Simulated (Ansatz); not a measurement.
The input, for Ansatz 0.2.0:

```yaml
crystal:
  periodic: [false, false, false]
  atoms:
    - {symbol: Al, position_ang: [0.000000, -0.149794, 1.215189]}
    - {symbol: P, position_ang: [0.000000, 0.008911, -1.165760]}
    - {symbol: H, position_ang: [0.000000, 3.736024, 3.294146]}
basis:
  gaussian: {orbitals: 6-31G}
magnetization: {spin_polarized: true, initial_magnetization: 3}
hamiltonian: {xc: {name: PBE0}}
correlation: {method: ccsdt_q, electrons: valence}
scf: {omitted_lower_state_checks: [cluster_reference]}
```

```sh
$ ansatz run in.yaml --threads 1 --pin off --events-out ev --progress --plain --max-ram 2393MiB
```

Log:

```
these checks for a lower state are left out or cut short: cluster_reference
544 factors; integrals over basis functions are off by at most 1.2e-7 eV
mean field evaluation 1: about -15886.7653 eV, gradient 1.3e1 eV
mean field evaluation 2: about -15886.7653 eV, gradient 1.3e1 eV
mean field evaluation 4: about -15888.7648 eV, gradient 1.2e0 eV
mean field evaluation 8: about -15888.7900 eV, gradient 4.1e-2 eV
mean field evaluation 16: about -15888.7900 eV, gradient 2.4e-3 eV
mean field evaluation 32: about -15888.7856 eV, gradient 2.8e-1 eV
mean field evaluation 64: about -15888.8372 eV, gradient 1.7e-2 eV
mean field evaluation 96: about -15888.8395 eV, gradient 3.5e-2 eV
mean field evaluation 128: about -15888.8047 eV, gradient 1.3e-1 eV
mean field evaluation 160: about -15888.8395 eV, gradient 6.2e-3 eV
mean field -15888.83949815 eV, -583.9040817148 hartree, gradient 2.6e-6 eV, S^2 3.794924; 8 other end points of the search recorded, 0 dependent functions left out
10 core orbitals not correlated: weight in the atoms' cores, before any rotation towards them, 1.000 or more for the frozen orbitals, at most 0.000 for the correlated occupied ones
reference -15865.54253899 eV, -583.0479342569 hartree; 6, 3 occupied and 12, 15 virtual orbitals, 544 factors
second order -1.47909530 eV of doubles, -0.12364321 eV of singles
...
cycle  39  -2.13178122 eV  change   -2.5e-7 eV  update   4.6e-6
cycle  40  -2.13178117 eV  change    5.7e-8 eV  update   3.0e-6
cycle  41  -2.13178097 eV  change    2.0e-7 eV  update   2.2e-6
cycle  42  -2.13177978 eV  change    1.2e-6 eV  update   1.9e-6
cycle  43  -2.13177929 eV  change    4.9e-7 eV  update   1.5e-6
cycle  44  -2.13177857 eV  change    7.2e-7 eV  update   1.3e-6
cycle  45  -2.13177776 eV  change    8.1e-7 eV  update   1.2e-6
cycle  46  -2.13177717 eV  change    5.9e-7 eV  update   8.5e-7
cycle  47  -2.13177637 eV  change    8.0e-7 eV  update   6.3e-7
cycle  48  -2.13177590 eV  change    4.7e-7 eV  update   4.3e-7
perturbative correction -0.00321703 eV, -0.0001182236 hartree
Total energy: -15867.67753192 eV, -583.1263938000 hartree
Checks for a lower state left out: cluster_reference
```

Ran on 1 thread of Arm Neoverse V2, shared host: 14 s wall, 0.15 GiB peak host memory.
